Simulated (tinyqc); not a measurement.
Stretching all distances: RHF, UHF, MP2, CISD and CCSD against full CI in the sto-3g basis, for LiH, spin multiplicity 1. Computed by the program tinyqc with PySCF. 

Geometry (angstrom):

| atom | x | y | z |
|---|---|---|---|
| Li | 0.0000 | 0.0000 | 0.0000 |
| H | 0.0000 | 0.0000 | 1.4600 |

All coordinates are multiplied by the scale. c0^2 is the weight of the RHF determinant in the lowest singlet FCI state (UHF is spin-contaminated and may lie near states of higher spin) and n(LUMO) the first natural occupation beyond the occupied space.

Full CI energy (hartree) and errors against it (kcal/mol):

| scale | distance 1-2 (angstrom) | E(FCI) | RHF | UHF | MP2 | CISD | CCSD | <S^2> UHF | c0^2 | n(LUMO) |
|---|---|---|---|---|---|---|---|---|---|---|
| 0.880 | 1.285 | -7.86714 | 10.735 | 10.735 | 3.646 | 0.006 | 4.52e-03 | 0.000 | 0.981 | 0.029 |
| 1.050 | 1.533 | -7.88273 | 12.201 | 12.201 | 4.413 | 0.008 | 0.006 | 0.000 | 0.976 | 0.039 |
| 1.210 | 1.767 | -7.87635 | 14.885 | 14.885 | 5.806 | 0.010 | 0.008 | 0.000 | 0.966 | 0.056 |
| 1.380 | 2.015 | -7.85998 | 19.247 | 19.247 | 8.132 | 0.014 | 0.011 | 0.000 | 0.947 | 0.090 |
| 1.540 | 2.248 | -7.84194 | 24.979 | 20.098 | 11.272 | 0.020 | 0.017 | 0.521 | 0.916 | 0.141 |
| 1.710 | 2.497 | -7.82395 | 33.039 | 15.847 | 15.741 | 0.029 | 0.025 | 0.759 | 0.865 | 0.224 |
| 1.880 | 2.745 | -7.80942 | 43.168 | 10.854 | 21.247 | 0.042 | 0.037 | 0.870 | 0.796 | 0.337 |
| 2.040 | 2.978 | -7.79958 | 54.168 | 7.053 | 26.782 | 0.055 | 0.050 | 0.925 | 0.726 | 0.458 |
| 2.210 | 3.227 | -7.79268 | 66.492 | 4.287 | 31.981 | 0.068 | 0.061 | 0.958 | 0.662 | 0.580 |

UHF parts from RHF first at scale 1.54 of those listed, where <S^2> leaves zero. The weight c0^2 goes from 0.98 to 0.66 and n(LUMO) from 0.03 to 0.58: static correlation grows as the bonds break into open-shell fragments. The spread of the error along the curve, which distorts its shape, is CCSD 0.1, CISD 0.1, UHF 15.8, MP2 28.3, RHF 55.8 kcal/mol.
